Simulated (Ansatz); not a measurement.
AlClF, SMILES [F][Al][Cl], a search for lower mean-field states

With Ansatz's Python interface.

Contents of `alclf.xyz`:
```text
3

F    -1.05230    1.15570   -0.45880
Al   -0.43240   -0.46250   -0.28390
Cl    1.47370   -0.75800    0.72950
```

Run as a notebook:

In [1]:
```python
import ansatz as az
import numpy as np

BASIS = '6-31G*'
XC = 'hf'
```

In [2]:
```python
alclf = az.Crystal.molecule_from_extxyz('alclf.xyz')
symbols = [site.symbol for site in alclf.cartesian_sites]
```

In [3]:
```python
start = np.array([site.position_ang for site in alclf.cartesian_sites])
for factor in [1.0, 1.3]:
    xyz = (start - start.mean(axis=0)) * factor
    scaled = az.Crystal.molecule()
    for symbol, place in zip(symbols, xyz):
        scaled = scaled.atom(symbol, place.tolist())
    calculation = (
        scaled.calculation()
        .basis(gaussian=BASIS)
        .functional(XC)
        .spin('collinear', total=1)
    )
    for search in ('off', 'standard'):
        try:
            summary = calculation.scf(lower_state_search=search).run(threads=1, pin='off').report
        except az.AnsatzError as error:
            print(f'x{factor} search {search}: {type(error).__name__}')
            continue
        state = summary['mean_field']['state']
        print(f'all distances x{factor}, search {search:8s} E = {summary["free_energy_ev"]:.5f} eV  <S^2> = {abs(state["spin_squared"]):.3f}  other states met: {len(summary["mean_field"]["others"])}')
```
```text
all distances x1.0, search off      E = -21794.63283 eV  <S^2> = 0.753  other states met: 0
all distances x1.0, search standard E = -21794.63283 eV  <S^2> = 0.753  other states met: 0
all distances x1.3, search off      E = -21790.51701 eV  <S^2> = 0.866  other states met: 0
all distances x1.3, search standard E = -21790.51701 eV  <S^2> = 0.866  other states met: 6
```

Total energies depend on the basis set; only differences at equal settings carry meaning. The count of other states can hold repeated and symmetry-equivalent ends of the search; scaling all distances is a test, and for more than two atoms no physical path. The structure is a rough, unrelaxed start. The species is open-shell (spin multiplicity 2). The expectation value of S² is noticeably off S(S+1) in at least one run, so that state is spin-contaminated. Timing: 4.6 s on 1 thread of Arm Neoverse V1, on a shared host, peak memory 0.17 GiB.

(Lines on the test bed's own set-up are left out of the output.)
